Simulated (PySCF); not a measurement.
**SiH₄: relaxation and vibrations of the singlet**

Aim: relax SiH₄ as a singlet from a square planar start, check by its vibrations whether the end is a minimum, and collect its spectrum and constants.

Program: PySCF 2.14.0. Level of theory: PBE0, basis Si def2-TZVP, H def2-TZVP, no relativity, density fitting. These are calculated values, not measurements.

## (1) Starting geometry

5 atoms, charge 0, spin multiplicity 1.

Bond lengths: Si1–H2 1.480 Å, Si1–H3 1.480 Å, Si1–H4 1.480 Å, Si1–H5 1.480 Å. Angles: H2–Si1–H3 90.0°, H2–Si1–H4 180.0°, H2–Si1–H5 90.0°, H3–Si1–H4 90.0°, H3–Si1–H5 180.0°, H4–Si1–H5 90.0°.

```xyz
5
charge 0 multiplicity 1
Si    0.0000    0.0000    0.0000
H     1.4800    0.0000    0.0000
H     0.0000    1.4800    0.0000
H    -1.4800    0.0000    0.0000
H     0.0000   -1.4800    0.0000
```

## (2) First SCF at the start

The steps below are one call of a driver around PySCF. For each, scf.py gives the equivalent set-up of the SCF; relaxations use the driver's own optimiser. After this first run the driver tries any further starts and a stability analysis.

scf.py

```python
from pyscf import gto, scf, dft
mol = gto.M(atom='''
Si     0.000000     0.000000     0.000000
H      1.480000     0.000000     0.000000
H      0.000000     1.480000     0.000000
H     -1.480000     0.000000     0.000000
H     -0.000000    -1.480000     0.000000''',
    basis={'Si': 'def2-TZVP', 'H': 'def2-TZVP'},
    charge=0, spin=0)
mf = dft.RKS(mol, xc='PBE0')
mf.grids.atom_grid = (50, 194)
aux = {'Si': 'def2-universal-JKFIT', 'H': 'def2-universal-JKFIT'}
mf = mf.density_fit(auxbasis=aux)
mf.conv_tol = 1e-08
mf.diis_space = 10
mf.max_cycle = 60
mf.init_guess = 'minao'
mf.verbose = 4
mf.kernel()
```

Started as:

```bash
> OMP_NUM_THREADS=2 python axn.py task.json out
```

Further steps of the session: Square planar start, singlet: relaxation; Is it a minimum? Harmonic modes; Downhill along the imaginary mode; Vibrations and properties at this point.

**Question.** What will these runs give? Wanted: minimum; geometry; wavenumbers; dipole moment; highest occupied, lowest empty level; polar-tensor charge of Si1; zero-point energy; atomisation energy.

As calculated:

| quantity | value |
| --- | --- |
| minimum | singlet, Td |
| geometry | Si–H 1.485 Å (×4); H–Si–H 109.5° (×6) |
| wavenumbers (cm⁻¹) | 908 (t2), 969 (e), 2235 (a1), 2245 (t2) |
| dipole moment | 0.00 D |
| highest occupied, lowest empty level | -9.86, 1.07 eV |
| polar-tensor charge of Si1 | +0.91 e |
| zero-point energy | 81.5 kJ/mol |
| entropy at 298.15 K | 204.7 J/(mol K) |
| atomisation energy (no zero-point energy) | 1319 kJ/mol |

**Reading.** From D4h at the start the molecule goes to a Td minimum. In the infrared the band at 908 cm⁻¹ (t2, bend) leads. The dipole vanishes although Si1 carries +0.9 e by the polar tensor: the bond dipoles cancel. Only this shape and spin were tried, so other structures or states may lie lower.
